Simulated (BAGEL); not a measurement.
# Si2H5F (SMILES F[SiH2][SiH3]) at RI-MP2/cc-pVDZ (density fitting with qzvpp-jkfit)

What is the energy change on altering one bond length of Si2H5F at RI-MP2/cc-pVDZ (density fitting with qzvpp-jkfit)? 

The calculation is run with BAGEL 1.2.2.

1 further run of the same task is left out (it didn't finish).

## (1) The system as given

Si2H5F: 8 atoms, total charge 0, spin state singlet. SMILES: `F[SiH2][SiH3]`. The coordinates come from a PBE0-D4/def2-TZVP relaxation.

Bond lengths: F1–Si2 1.607 Å, Si2–Si3 2.343 Å, Si2–H4 1.486 Å, Si2–H5 1.486 Å, Si3–H6 1.487 Å, Si3–H7 1.489 Å, Si3–H8 1.487 Å. Some angles: F1–Si2–Si3 109.8°, F1–Si2–H4 107.7°, F1–Si2–H5 107.7°, Si3–Si2–H4 111.3°, Si3–Si2–H5 111.3°, Si2–Si3–H6 110.7°, Si2–Si3–H7 108.2°, Si2–Si3–H8 110.7°, H4–Si2–H5 108.9°, H6–Si3–H7 109.0°.

## (2) The energy at RI-MP2/cc-pVDZ (density fitting with qzvpp-jkfit)

mp2.json

```json
{ "bagel" : [

{
  "title" : "molecule",
  "basis" : "cc-pvdz.json",
  "df_basis" : "qzvpp-jkfit",
  "angstrom" : "true",
  "geometry" : [
    { "atom" : "F", "xyz" : [   -2.015200,    0.986100,   -0.226800 ] },
    { "atom" : "Si", "xyz" : [   -0.575400,    0.581100,   -0.813600 ] },
    { "atom" : "Si", "xyz" : [    0.633500,   -0.611200,    0.800400 ] },
    { "atom" : "H", "xyz" : [   -0.798700,   -0.237500,   -2.033900 ] },
    { "atom" : "H", "xyz" : [    0.125700,    1.834700,   -1.195700 ] },
    { "atom" : "H", "xyz" : [    0.849500,    0.218200,    2.015100 ] },
    { "atom" : "H", "xyz" : [    1.955700,   -0.971100,    0.218900 ] },
    { "atom" : "H", "xyz" : [   -0.082900,   -1.857400,    1.179800 ] }
  ]
},
{
  "title" : "hf"
},
{
  "title" : "mp2",
  "ncore" : 11
}

]}
```

The basis set cc-pVDZ is read from a file made from the Basis Set Exchange's data (not shown).

Command:

```console
$ BAGEL_NUM_THREADS=1 BAGEL mp2.json > mp2.out
```

The program printed:

```text
* using 1 threads per process

  ===============================================================
  ===============================================================

  *** Geometry ***

  { "atom" : "F", "xyz" : [     -3.808176,      1.863459,     -0.428590 ] },
  { "atom" : "Si", "xyz" : [     -1.087348,      1.098120,     -1.537481 ] },
  { "atom" : "Si", "xyz" : [      1.197142,     -1.155001,      1.512537 ] },
  { "atom" : "H", "xyz" : [     -1.509324,     -0.448810,     -3.843514 ] },
  { "atom" : "H", "xyz" : [      0.237539,      3.467081,     -2.259546 ] },
  { "atom" : "H", "xyz" : [      1.605322,      0.412338,      3.807987 ] },
  { "atom" : "H", "xyz" : [      3.695737,     -1.835113,      0.413661 ] },
  { "atom" : "H", "xyz" : [     -0.156658,     -3.509977,      2.229499 ] },

  Number of auxiliary basis functions:      423

  Since a DF basis is specified, we compute 2- and 3-index integrals:
    o Being stored without compression. Storage requirement is 0.019 GB

  Number of basis functions:       75
  Number of electrons      :       42

    * METHOD: MOLECULE                             0.17

  *** RHF ***

  === Nuclear Repulsion ===
   151.9234568698

      * DIIS with orbital gradients will be used.

  === RHF iteration (cc-pvdz.json) ===
      0       -680.11458141          0.01265741           0.05
      1       -680.21245048          0.00787977           0.05
      2       -680.25362644          0.00150958           0.05
      3       -680.25538391          0.00020902           0.05
      4       -680.25541451          0.00005034           0.05
      5       -680.25541702          0.00000832           0.05
      6       -680.25541710          0.00000175           0.05
      7       -680.25541710          0.00000047           0.05
      8       -680.25541710          0.00000013           0.05
      9       -680.25541710          0.00000002           0.05
     10       -680.25541710          0.00000001           0.05
    * SCF iteration converged.

    * Permanent dipole moment:
           (   -0.557901,     0.187047,     0.152630) a.u.

    * METHOD: HF                                   0.68

  *** RHF ***

  === Nuclear Repulsion ===
   151.9234568698

      * DIIS with orbital gradients will be used.

  === RHF iteration (cc-pvdz.json) ===
      0       -680.25541710          0.00000000           0.05
    * SCF iteration converged.

    * Permanent dipole moment:
           (   -0.557901,     0.187047,     0.152630) a.u.

  === DF-MP2 calculation ===

    * freezing 11 orbitals
    * 3-index integral transformation done
    * assembly done

      MP2 correlation energy:   -0.3897700835      0.02

      MP2 total energy:       -680.6451871864

    * METHOD: MP2                                  0.13

  ===============================================================
```

It took 1.1 s on 1 thread of Arm Neoverse V1, shared host; peak memory 0.094 GiB.

## (3) The distorted shape at the same level

input.json

```json
{ "bagel" : [

{
  "title" : "molecule",
  "basis" : "cc-pvdz.json",
  "df_basis" : "qzvpp-jkfit",
  "angstrom" : true,
  "geometry" : [
    { "atom" : "F", "xyz" : [   -2.447168,    1.107608,   -0.050749 ] },
    { "atom" : "Si", "xyz" : [   -0.575400,    0.581100,   -0.813600 ] },
    { "atom" : "Si", "xyz" : [    0.633500,   -0.611200,    0.800400 ] },
    { "atom" : "H", "xyz" : [   -0.798700,   -0.237500,   -2.033900 ] },
    { "atom" : "H", "xyz" : [    0.125700,    1.834700,   -1.195700 ] },
    { "atom" : "H", "xyz" : [    0.849500,    0.218200,    2.015100 ] },
    { "atom" : "H", "xyz" : [    1.955700,   -0.971100,    0.218900 ] },
    { "atom" : "H", "xyz" : [   -0.082900,   -1.857400,    1.179800 ] }
  ]
},
{
  "title" : "hf"
},
{
  "title" : "mp2",
  "ncore" : 11
}

]}
```

The basis set cc-pVDZ is read from a file made from the Basis Set Exchange's data (not shown).

Command:

```console
$ BAGEL_NUM_THREADS=1 BAGEL input.json > input.out
```

The program printed:

```text
* using 1 threads per process

  ===============================================================
  ===============================================================

  *** Geometry ***

  { "atom" : "F", "xyz" : [     -4.624477,      2.093076,     -0.095902 ] },
  { "atom" : "Si", "xyz" : [     -1.087348,      1.098120,     -1.537481 ] },
  { "atom" : "Si", "xyz" : [      1.197142,     -1.155001,      1.512537 ] },
  { "atom" : "H", "xyz" : [     -1.509324,     -0.448810,     -3.843514 ] },
  { "atom" : "H", "xyz" : [      0.237539,      3.467081,     -2.259546 ] },
  { "atom" : "H", "xyz" : [      1.605322,      0.412338,      3.807987 ] },
  { "atom" : "H", "xyz" : [      3.695737,     -1.835113,      0.413661 ] },
  { "atom" : "H", "xyz" : [     -0.156658,     -3.509977,      2.229499 ] },

  Number of auxiliary basis functions:      423

  Since a DF basis is specified, we compute 2- and 3-index integrals:
    o Being stored without compression. Storage requirement is 0.019 GB

  Number of basis functions:       75
  Number of electrons      :       42

    * METHOD: MOLECULE                             0.16

  *** RHF ***

  === Nuclear Repulsion ===
   139.4550742697

      * DIIS with orbital gradients will be used.

  === RHF iteration (cc-pvdz.json) ===
      0       -680.00740474          0.01423205           0.04
      1       -680.10565480          0.01090923           0.04
      2       -680.19084316          0.00177754           0.04
      3       -680.19339961          0.00028578           0.04
      4       -680.19347394          0.00008380           0.04
      5       -680.19348489          0.00002306           0.04
      6       -680.19348592          0.00000694           0.04
      7       -680.19348601          0.00000219           0.04
      8       -680.19348602          0.00000063           0.04
      9       -680.19348602          0.00000012           0.04
     10       -680.19348602          0.00000004           0.04
     11       -680.19348602          0.00000001           0.04
     12       -680.19348602          0.00000000           0.04
    * SCF iteration converged.

    * Permanent dipole moment:
           (   -1.495308,     0.507768,     0.393774) a.u.

    * METHOD: HF                                   0.62

  *** RHF ***

  === Nuclear Repulsion ===
   139.4550742697

      * DIIS with orbital gradients will be used.

  === RHF iteration (cc-pvdz.json) ===
      0       -680.19348602          0.00000000           0.04
    * SCF iteration converged.

    * Permanent dipole moment:
           (   -1.495308,     0.507768,     0.393774) a.u.

  === DF-MP2 calculation ===

    * freezing 11 orbitals
    * 3-index integral transformation done
    * assembly done

      MP2 correlation energy:   -0.3986580579      0.02

      MP2 total energy:       -680.5921440735

    * METHOD: MP2                                  0.11

  ===============================================================
```

Run time: 1.1 s. Hardware: 1 thread of Arm Neoverse V1, shared host; peak memory 0.094 GiB.

## (4) Outcome

At RI-MP2/cc-pVDZ (density fitting with qzvpp-jkfit), 11 core orbitals frozen:

```
                                                          quantity          value
                                         first shape: total energy  -680.64519 Eh
         first shape: correlation energy (11 core orbitals frozen)     -389.8 mEh
                                     distorted shape: total energy  -680.59214 Eh
     distorted shape: correlation energy (11 core orbitals frozen)     -398.7 mEh
energy change with the F1–Si2 bond stretched from 1.607 to 2.089 Å       1.443 eV
```

What this shows: With the F1–Si2 bond stretched from 1.607 to 2.089 Å the energy rises by 1.44 eV (33 kcal/mol). The first shape isn't relaxed at this level, so the change isn't measured from a minimum.
